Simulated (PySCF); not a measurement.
B3LYP has the VWN-RPA correlation part, as in Gaussian. 

```xyz
9

C     -0.9340    -0.2527     0.0575
C      0.3279     0.5928     0.1270
S      1.6982    -0.0215    -0.9181
H     -1.2921    -0.3359    -0.9688
H     -0.7499    -1.2614     0.4318
H     -1.7254     0.1920     0.6668
H      0.6843     0.6919     1.1522
H      0.1415     1.6004    -0.2475
H      1.8496    -1.2055    -0.3008
```

Charge 0, multiplicity 1.

**Question.** Give the Mulliken and meta-Löwdin atomic charges from B3LYP-D3(BJ)/def2-TZVP run with PySCF.

**Answer.** 
```tsv
atom	Mulliken (e)	meta-Löwdin (e)
C1	-0.30	-0.33
C2	-0.16	-0.24
S3	-0.21	-0.10
H4	0.11	0.12
H5	0.10	0.11
H6	0.10	0.11
H7	0.12	0.12
H8	0.11	0.12
H9	0.12	0.08
```
